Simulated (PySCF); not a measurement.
Compound: CH3F.
Structure used (PBE0-D3(BJ)/def2-SVP), in Å, numbered top down from 1:
```xyz
5
CH3F angstrom
C     -0.045    0.006    0.005
F      1.296   -0.182   -0.147
H     -0.331   -0.147    1.059
H     -0.318    1.032   -0.294
H     -0.601   -0.709   -0.623
```

Computed, not measured: TDDFT PBE0/def2-SVPD, vertical, gas phase, core orbitals frozen in the response in PySCF.

Kohn–Sham orbitals with the atoms that hold most of them (Löwdin shares over 4%, at most four atoms; ? is withheld):

```json
{"orbital": "LUMO+2", "ε (eV)": "2.93", "atoms": "H4 36%, F2 24%, H5 17%, C1 17%"}
{"orbital": "LUMO+1", "ε (eV)": "1.90", "atoms": "F2 29%, H3 18%, H5 18%, H4 18%"}
{"orbital": "LUMO", "ε (eV)": "0.87", "atoms": "?"}
{"orbital": "HOMO", "ε (eV)": "-9.90", "atoms": "F2 50%, C1 25%, H3 14%, H4 9%"}
{"orbital": "HOMO-1", "ε (eV)": "-9.90", "atoms": "F2 50%, C1 25%, H5 15%, H4 8%"}
{"orbital": "HOMO-2", "ε (eV)": "-13.76", "atoms": "F2 49%, C1 30%, H3 11%, H5 6%"}
{"orbital": "HOMO-3", "ε (eV)": "-13.76", "atoms": "F2 49%, C1 30%, H4 10%, H5 8%"}
```

(1) Which atoms hold the LUMO, and with what shares?

Results:

(1) C1 (bonded to F and 3 H) 56%; H3 (bonded to C) 12%; H5 (bonded to C) 12%; H4 (bonded to C) 12%. By element: carbon 56%, hydrogen 37%.

Within 0.005 eV of a neighbour in this list lie HOMO-3/HOMO-2 and HOMO-1/HOMO (point group found: C3v); within a degenerate set the shares of single atoms can hang on how the components are chosen.

**Question.** The HOMO–LUMO gap is 10.77 eV. Where does the response calculation put the lowest singlet, and from which orbitals?

**Answer.** S1 is at 9.31 eV (f = 0.034), 1.46 eV below the gap, made of HOMO-1/HOMO→LUMO (≥94%). S1/S2 lie within about 0.01 eV of each other. 

Next come S2 at 9.31 eV (f 0.034), HOMO-1/HOMO→LUMO (≥94%); S3 at 9.98 eV (f 0.019), HOMO-1/HOMO→LUMO+1 (≥94%); S4 at 9.98 eV (f 0.019), HOMO-1/HOMO→LUMO+1 (≥94%); S5 at 11.29 eV (f 0.0000), HOMO-1/HOMO→LUMO+3 (≥49%), HOMO-1/HOMO→LUMO+2 (≥32%).

Orbitals of the list HOMO-3 to LUMO+2 that lie within 0.01 eV of each other are written together with a slash and their weights summed (≥ marks a lower bound); for degenerate orbitals outside that list single weights are arbitrary.

Löwdin shares depend on the basis, the more so with diffuse functions.
